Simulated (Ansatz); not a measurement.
System: SiO, net charge 0, singlet state. SMILES: O=[Si]
Geometry from a B3LYP-D3(BJ)/def2-TZVP (Ansatz, a quantum-chemistry and plane-wave program) optimisation:
```
Si
O 1 1.5131
```
Charge 0, spin multiplicity 1.

Give the harmonic wavenumbers at B3LYP-D3(BJ)/def2-TZVP (Ansatz, finite differences of forces, unscaled).

1256 cm⁻¹. Zero-point energy 1.8 kcal/mol.

From these and the geometry, give the ideal-gas thermochemistry at 298.15 K and 1 atm (rigid rotor, harmonic oscillator).

Point group C∞v, rotational symmetry number 1. Rotational constants 21.66, 21.66 GHz. S(trans) 37.28, S(rot) 13.23, S(vib) 0.03, S(elec, spin only) 0.00, S 50.5 cal/(mol K). H(298) - H(0) 2.08 kcal/mol; G - E(el) -11.2 kcal/mol.
